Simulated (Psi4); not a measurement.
# C2H2F (SMILES C=[C]F): UB3LYP/def2-QZVPD (density fitting, sweep point 6)

Wanted: a single-point energy of C2H2F. 

The calculation is run with Psi4 1.11.

### 1 The structure to begin with

C2H2F has 5 atoms, charge 0, and is taken as a doublet. As SMILES, `C=[C]F`. The shape is that of a PBE0-D4/def2-TZVP optimisation.

Bond lengths: C1–C2 1.309 Å, C2–F3 1.302 Å, C1–H4 1.087 Å, C1–H5 1.080 Å. Angles: C1–C2–F3 130.3°, C2–C1–H4 120.7°, C2–C1–H5 119.9°, H4–C1–H5 119.4°.

### 2 A single-point energy at UB3LYP/def2-QZVPD (density fitting, sweep point 6)

The input, job.dat:

```
memory 1600 mb

molecule m {
  0 2
  C      0.92256429    -0.37870112     0.01587370
  C     -1.12004067     0.74398518     0.84489655
  F     -3.26091140     1.18958260    -0.28138022
  H      1.01043656    -1.11569430    -1.89993065
  H      2.54205958    -0.57863414     1.24249493
  units bohr
  symmetry c1
}

set {
  basis def2-QZVPD
  reference uks
  puream true
  scf_type df
  dft_radial_points 99
  dft_spherical_points 590
  maxiter 100
}

energy('b3lyp')
```

Launch:

```sh
psi4 -i job.dat -o job.out -n 1
```

Q: Predict the results. Wanted: total energy; dipole moment; HOMO energy; LUMO energy; ⟨S²⟩.

Answer, from the run:

At UB3LYP/def2-QZVPD (density fitting, sweep point 6):

| quantity | value |
| --- | --- |
| total energy | -177.22941 Eh |
| dipole moment | 1.01 D |
| HOMO energy (highest over α and β) | -7.50 eV |
| LUMO energy (lowest over α and β) | -3.02 eV |
| ⟨S²⟩ | 0.759 |
